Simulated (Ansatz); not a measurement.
Start from `[SiH3][AlH][PH2]` and change one atom or group to get `[F][AlH][PH2]`.

Ansatz, PBE0-D4/def2-TZVP geometries, multiplicity 1. Each molecule was computed in one conformer, which needn't be the lowest.

```csv
property,`[SiH3][AlH][PH2]`
LUMO energy (PBE/def2-TZVPP) / eV,-2.74
HOMO–LUMO gap (PBE0/def2-TZVPP) / eV,5.12
size of the dipole moment (PBE/def2-TZVPP) / D,0.57
HOMO energy (ωB97M-V/def2-TZVPP) / eV,-9.10
HOMO–LUMO gap (PBE/def2-TZVPP) / eV,3.39
size of the dipole moment (B3LYP/def2-TZVPP) / D,0.57
```

What does the change do to each property? (Estimate.)

The calculation gave: 
```csv
property,`[F][AlH][PH2]`,shift
LUMO energy (PBE/def2-TZVPP) / eV,-2.01,0.73
HOMO–LUMO gap (PBE0/def2-TZVPP) / eV,6.35,1.23
size of the dipole moment (PBE/def2-TZVPP) / D,1.32,0.75
HOMO energy (ωB97M-V/def2-TZVPP) / eV,-9.64,-0.54
HOMO–LUMO gap (PBE/def2-TZVPP) / eV,4.50,1.11
size of the dipole moment (B3LYP/def2-TZVPP) / D,1.36,0.79
```

With PBE0 the HOMO falls by 0.47 eV and the LUMO rises by 0.76 eV, so the gap widens by about 1.23 eV. PBE moves the HOMO by -0.38 eV and ωB97M-V by -0.54 eV. The zero-point energy changes by -57.0 kJ/mol with -9 modes. Dipoles are sizes alone; their direction can turn.

B3LYP here is the variant with VWN-RPA as its local correlation; programs differ in this.
